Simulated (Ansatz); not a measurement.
**C₅H₈O: small, medium and large basis sets**

An exercise on one series of results from a longer session: the logs are not shown, and one member is left open.

Computed with Ansatz 0.2.0, Gaussian basis. Level: one geometry, several basis sets.

Plan: PBE0-D4/def2-SVP; ωB97M-V/def2-SVP; PBE0-D4/def2-QZVPP; ωB97M-V/def2-QZVPP; the functionals' def2-TZVPP values are taken from earlier runs.

## Structure used throughout

An earlier PBE0-D4 in a triple-zeta def2 set relaxation fixed the geometry.

SMILES `C1=COCCC1`, 14 atoms, charge 0, spin multiplicity 1.

Atoms are counted from 1 here; the program's logs count them from 0.

Bond lengths: C1–C2 1.331 Å, C1–C6 1.496 Å, C1–H7 1.083 Å, C2–O3 1.352 Å, C2–H8 1.084 Å, O3–C4 1.421 Å, C4–C5 1.514 Å, C4–H9 1.098 Å, C4–H10 1.091 Å, C5–C6 1.523 Å, C5–H11 1.093 Å, C5–H12 1.094 Å, C6–H13 1.095 Å, C6–H14 1.097 Å. Angles: C2–C1–C6 122.0°, C2–C1–H7 118.0°, C6–C1–H7 120.0°, C1–C2–O3 125.6°, C1–C2–H8 123.1°, O3–C2–H8 111.3°, C2–O3–C4 114.4°, O3–C4–C5 112.0°, O3–C4–H9 108.3°, O3–C4–H10 105.7°, C5–C4–H9 110.1°, C5–C4–H10 112.0°, H9–C4–H10 108.5°, C4–C5–C6 109.7°, C4–C5–H11 109.5°, C4–C5–H12 108.7°, C6–C5–H11 111.6°, C6–C5–H12 109.9° and more.

As a file:

```xyz
14
charge 0, multiplicity 1
C    -0.23392    0.56559    1.29485
C    -1.41695    0.27327    0.75974
O    -1.61729   -0.23650   -0.47647
C    -0.47087   -0.20866   -1.31544
C     0.77736   -0.66146   -0.58712
C     1.05083    0.26804    0.58817
H    -0.21760    0.99247    2.29006
H    -2.35487    0.41775    1.28350
H    -0.33939    0.81655   -1.68633
H    -0.70754   -0.85493   -2.16149
H     1.61831   -0.68574   -1.28488
H     0.62158   -1.68277   -0.22650
H     1.76100   -0.19630    1.27984
H     1.52935    1.19271    0.24207
```

The first run:

in.yaml reads:

```yaml
crystal:
  periodic: [false, false, false]
  atoms:
    - {symbol: C, position_ang: [-0.233918, 0.565590, 1.294848]}
    - {symbol: C, position_ang: [-1.416947, 0.273270, 0.759741]}
    - {symbol: O, position_ang: [-1.617295, -0.236504, -0.476469]}
    - {symbol: C, position_ang: [-0.470867, -0.208659, -1.315444]}
    - {symbol: C, position_ang: [0.777364, -0.661456, -0.587123]}
    - {symbol: C, position_ang: [1.050833, 0.268038, 0.588174]}
    - {symbol: H, position_ang: [-0.217596, 0.992465, 2.290059]}
    - {symbol: H, position_ang: [-2.354872, 0.417746, 1.283495]}
    - {symbol: H, position_ang: [-0.339386, 0.816551, -1.686333]}
    - {symbol: H, position_ang: [-0.707541, -0.854929, -2.161490]}
    - {symbol: H, position_ang: [1.618311, -0.685743, -1.284881]}
    - {symbol: H, position_ang: [0.621582, -1.682775, -0.226496]}
    - {symbol: H, position_ang: [1.760999, -0.196299, 1.279841]}
    - {symbol: H, position_ang: [1.529354, 1.192713, 0.242069]}
basis:
  gaussian: {orbitals: def2-SVP}
hamiltonian: {xc: pbe0, dispersion: d4}
output: {orbitals: {seedname: orbitals}}
```

On the command line:

```sh
ansatz run in.yaml --threads 4 --pin off --events-out ev --progress --plain --max-ram 10444MiB
```

Among the steps run: PBE0-D4 in def2-SVP; ωB97M-V in def2-SVP; PBE0-D4 in def2-QZVPP; ωB97M-V in def2-QZVPP.

One of the session's tables, all rows but one given; the rest of the session is left out.

It belongs to the step «Density functionals: the series». 

```
functional       basis  HOMO (eV)  LUMO (eV)
   PBE0-D4    def2-SVP          ?          ?
   PBE0-D4  def2-TZVPP      -6.26       0.88
   PBE0-D4  def2-QZVPP      -6.29       0.63
   ωB97M-V    def2-SVP      -8.43       3.19
   ωB97M-V  def2-TZVPP      -8.50       2.57
   ωB97M-V  def2-QZVPP      -8.53       1.87
```

**Question.** Estimate the row for PBE0-D4, def2-SVP.

As computed: HOMO (eV): -6.19; LUMO (eV): 1.15. In the column «HOMO (eV)» it is the highest.
